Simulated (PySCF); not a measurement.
# Dipole moment and polarisability of CH2S

CH₂S.
Geometry (PBE0-D3(BJ)/def2-SVP, Å), atoms numbered from 1 in this order:
```
atom  x, y, z in Å
C1    -0.059    0.005   -0.161
S2     1.148   -0.419   -1.133
H3    -0.279    1.057    0.082
H4    -0.726   -0.734    0.310
```

The species is `C=S` (CH2S).

Level: CAM-B3LYP/def2-SVPD (PySCF), static field, nuclei fixed, core orbitals frozen in the response. The polarisability tensor in these axes (au):

```
x   37.01 -2.64 -8.81
y   -2.64 31.87  2.46
z   -8.81  2.46 33.01
```

Problem. Diagonalise the tensor; give its mean and Δα, where Δα² is half the sum of the squared differences of the eigenvalues.

Solution. Principal values 25.96, 30.91 and 45.03 au; mean 33.96 au = 5.03 Å³ = 5.60 × 10⁻⁴⁰ C²·m²/J; Δα = 17.14 au (50 % of the mean).

Problem. What is the dipole moment, and where does it point?

Solution. (-1.36, 0.48, 1.09) D, 1.81 D in size, pointing from the negative to the positive side. Measured along this direction, the outermost atoms are S2 at the negative end and H4 and H3 at the positive end.

Problem. Orientational against electronic polarisability at 250 K (dilute gas, rigid molecules)?

Solution. In Gaussian units μ²/3kT = 31.64 Å³ against 5.03 Å³, a ratio of 6.29; the Debye molar polarisation (4π/3)N_A(α + μ²/3kT) is 92.5 cm³/mol, leaving out the vibrational part.

Problem. Refractivity n − 1 of an ideal gas of it at 298.15 K and 1 atm, from the electronic α?

Solution. N = p/kT = 2.4615 × 10¹⁹ cm⁻³, so n − 1 = 2π × N × 5.03 × 10⁻²⁴ cm³ = 778 × 10⁻⁶ at long wavelengths, for an ideal gas.

Problem. What depolarisation ratio follows for Rayleigh scattering of linearly polarised light, taking the static tensor?

Solution. ρ = 3Δα²/(45ᾱ² + 4Δα²) = 881.7/(51910 + 1175.6) = 0.0166.

Isolated species at its PBE0-D3(BJ)/def2-SVP geometry, gas phase.
